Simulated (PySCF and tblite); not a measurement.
Values are calculated unless marked as measured or tabulated.
System: C₃H₆N₂, numbered as in [H]/[N:1]=[CH:2]/[CH:3]=[CH:4]\[NH2:5].

Motion: shift of H on N5 from N5 to N1. GFN2-xTB gives an electronic barrier of 5.0 kcal/mol.

Tunnelling of the moving H, left out here, will speed the real process.

BP86/pcSseg-1 + D3(BJ) on B3LYP-D3(BJ)/def2-SVP geometries gives 3.6 kcal/mol and k(298 K) = 3.4×10¹¹ s⁻¹.

**Question.** What does PBE0/6-31++G** + D3(BJ) give on B3LYP-D3(BJ)/def2-SVP geometries?

**Answer.** A barrier of 6.1 kcal/mol, 2.4 above the first DFT barrier (from unrounded values) and, with GFN2-xTB thermal terms, ΔG‡(298 K) = 4.2 kcal/mol and k = 5.6×10⁹ s⁻¹ (1 equivalent path).

Programs: tblite and PySCF.
